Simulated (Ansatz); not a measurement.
A nudged elastic band was laid between two geometries of AlClH3N (6 atoms, charge 0, multiplicity 1).

Computed with RKS B3LYP-D4/6-31G* in Ansatz.

- movable images: 7
- climbing image: yes
- spring: 5.0 eV/Å²
- optimiser: quadratic models (default)
- start path: through a guess of the saddle point
- force threshold: 0.03 eV/Å
- iteration limit: 60
- end points: relaxed

Image 0:

```xyz
6
Properties=species:S:1:pos:R:3
Al 0.601 0.045 0.055
N 0.936 -0.040 1.788
H 0.237 -0.138 2.514
H 1.865 0.002 2.188
H 1.740 0.196 -1.017
Cl -1.424 -0.065 -0.557
```

Image 8:

```xyz
6
Properties=species:S:1:pos:R:3
Al 0.262 -0.393 -0.884
N 1.242 0.137 1.140
H 0.562 0.673 1.682
H 1.435 -0.713 1.673
H 2.112 0.667 1.089
Cl -1.659 -0.370 0.271
```

(1) Which bonds break or form, and what moves?

(2) What energy profile does the band end with?

(3) What is the geometry of the highest image?

Answers

(1) Bonds broken: Al1–H5. Bonds formed: N2–H5.

(2) The run converged. The highest image is number 2 of 0 to 8, 2.80 eV above the first end and 2.06 eV above the last; the last end lies 0.73 eV above the first. The profile has 2 maxima (images 2, 6) with wells between them (image 3): this band takes more than one step, which may be the mechanism or a detour left from its start path. Neighbouring images differ by up to 2.1 eV, so the band resolves the path poorly. A vibrational analysis at the climbing image gives one clearly imaginary mode, 1357i cm⁻¹: a first-order saddle point. The orbitals stay closed-shell, which can raise the energy where a bond breaks towards radicals; this wasn't checked here.

```csv
image,path coordinate (Å),energy (eV),Al1–H5 (Å),N2–H5 (Å)
0,0.00,0.00,1.57,2.93
1,0.96,0.77,1.55,2.42
2,1.92,2.80,1.73,1.54
3,3.11,0.73,2.80,1.02
4,4.30,0.75,2.88,1.02
5,5.48,1.34,3.08,1.02
6,6.67,1.39,3.18,1.02
7,7.85,0.99,2.97,1.02
8,9.04,0.73,2.90,1.02
```

(3) 
```xyz
6
Properties=species:S:1:pos:R:3:forces:R:3
Al 0.415 0.583 -0.238 0.00 0.00 0.00
N 1.012 -0.020 1.463 0.00 0.00 0.00
H 0.601 -0.668 2.148 0.00 0.00 0.00
H 1.790 0.482 1.894 0.00 0.00 0.00
H 1.781 -0.385 0.183 0.00 0.00 0.00
Cl -1.645 0.007 -0.478 0.00 0.00 0.00
```

Run time: 6.1 min on 1 thread of Arm Neoverse V1 (shared host), peak memory 0.12 GiB.
